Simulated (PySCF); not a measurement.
Nuclear quadrupole coupling in isobutyric acid

Compound: isobutyric acid, C4H8O2.
Cartesian coordinates in Å at the PBE0-D3(BJ)/def2-SVP level; atoms count from 1:
```xyz
14
C4H8O2 angstrom
C     -0.5284    1.4524    0.2488
C     -0.2588    0.1206   -0.4302
C     -0.8820   -1.0609    0.3152
C      1.2265   -0.0911   -0.6209
O      2.0971    0.6463   -0.2394
O      1.4923   -1.2257   -1.2866
H     -1.6103    1.6406    0.3092
H     -0.1183    1.4579    1.2700
H     -0.0576    2.2824   -0.2959
H     -0.6837    0.1322   -1.4507
H     -0.7074   -2.0071   -0.2149
H     -1.9677   -0.9154    0.4161
H     -0.4597   -1.1505    1.3286
H      2.4578   -1.2816   -1.3542
```

Field gradients from the PBE0/pcSseg-1 density (PySCF, non-relativistic), principal values in atomic units, ordered |Vxx| ≤ |Vyy| ≤ |Vzz|:

```csv
atom,Vxx,Vyy,Vzz
O5,0.6474,0.9583,-1.6056
O6,-0.3561,-1.2180,1.5741
```

Task: Find the asymmetry η = (Vxx − Vyy)/Vzz and the couplings χ = eQV/h (234.96 MHz × Q in barn × V in au), with Q(17O) = −0.0256 b.

Result: 
```tsv
atom	environment	nucleus	η	χzz (MHz)	χxx (MHz)	χyy (MHz)
O5	acid carbonyl oxygen	17O	0.19	9.66	-3.89	-5.76
O6	acid hydroxyl oxygen	17O	0.55	-9.47	2.14	7.33
```

Task: What is Vzz at O6 in SI units (1 au = 9.71736 × 10²¹ V/m²)?

Result: 1.5741 au = 15.296 × 10²¹ V/m².

Task: And the gradient at the other heavy atoms, for which no coupling is worked out here?

Result: 
```
atom                    environment  Vzz (au)     η
  C1                  methyl carbon     0.077  0.21
  C2  sp3 carbon next to a carbonyl     0.079  0.62
  C3                  methyl carbon     0.094  0.28
  C4         carboxylic acid carbon    -0.440  0.99
```

Were the hydrogens deuterons (Q(2H) = 0.00286 b), χzz would run from 186 kHz (H10) to 292 kHz (H14).

Isolated species at its PBE0-D3(BJ)/def2-SVP geometry (one conformer only). With so small a basis the couplings can be 20 % off.

The run behind these numbers computed NMR shieldings as well. The run took about 10 s of CPU time (one thread, shared machine).
